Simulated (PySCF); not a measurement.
**MgP: bond curves at several levels of theory**

The task here is to estimate one member of a computed series from the others.

Method: Mg aug-pcseg-1, P aug-pcseg-1, no relativity; program: PySCF 2.14.0.

Set-up of the first run:

A driver script around PySCF takes these settings:

```json
{
 "atoms": "Mg, P",
 "charge": "0",
 "basis": "Mg aug-pcseg-1, P aug-pcseg-1",
 "Hamiltonian": "no relativity",
 "basis functions": "41",
 "electrons treated": "27",
 "masses in u": "23.9850, 30.9738",
 "levels": "PBE0, PBE, r²SCAN, M06-L, r²SCANh, TPSS, ωB97X, HF, MP2, SCS-MP2, CCSD, CCSD(T)",
 "grid": "80 radial by 434 angular points",
 "occupations": "held fixed by the projection of orbital angular momentum",
 "dissociation limit": "Mg + P, each in its ground configuration",
 "starting distance in angstrom": "2.420",
 "values of 2S to try": "1, 3"
}
```

Started as:

```bash
OMP_NUM_THREADS=1 python dia.py task.json out
```

Among the steps run: Input; The PBE0 curve of the state that the search chose; Other states along the same grid; PBE; r²SCAN (meta-GGA); M06-L; r²SCANh; TPSS; ωB97X (range-separated hybrid); UHF (mean field); Correlated methods on the Hartree–Fock reference.

One of the session's tables, all rows but one given; the rest of the session is left out.

It belongs to the step «The curves together». Energy (eV) from each level's lowest point:

| R (Å) | UHF | UHF-MP2 | UHF-SCS-MP2 | UHF-CCSD | UHF-CCSD(T) |
| --- | --- | --- | --- | --- | --- |
| 2.233 | 0.457 | 0.482 | 0.494 | n/a | n/a |
| 2.336 | 0.198 | 0.217 | 0.227 | 0.265 | 0.271 |
| 2.440 | 0.059 | 0.071 | 0.077 | 0.107 | 0.110 |
| 2.518 | 0.012 | 0.018 | 0.021 | 0.042 | 0.043 |
| 2.596 | 0.000 | 0.000 | 0.000 | 0.010 | 0.010 |
| 2.674 | 0.012 | 0.008 | 0.005 | 0.000 | 0.000 |
| 2.778 | ? | ? | ? | ? | ? |
| 2.908 | 0.108 | 0.119 | 0.107 | 0.039 | 0.045 |
| 3.063 | 0.167 | 0.206 | 0.190 | 0.078 | 0.093 |
| 3.271 | 0.213 | 0.287 | 0.262 | n/a | n/a |

**Question.** Estimate the row for R (Å) = 2.778.

Worked estimate for «UHF». A straight line through the neighbours (2.674, 0.012) and (2.908, 0.108) gives 0.012 + (0.108 − 0.012) × (2.778 − 2.674) / (2.908 − 2.674) = 0.055; a parabola fitted to 4 rows on both sides gives 0.054.

The run gave: UHF: 0.050; UHF-MP2: 0.046; UHF-SCS-MP2: 0.039; UHF-CCSD: 0.010; UHF-CCSD(T): 0.011. In «UHF» the line misses by +0.005 and the parabola by +0.004.

State 4 has its PBE0 minimum 0.47 eV higher. The other levels ran on the lowest alone.
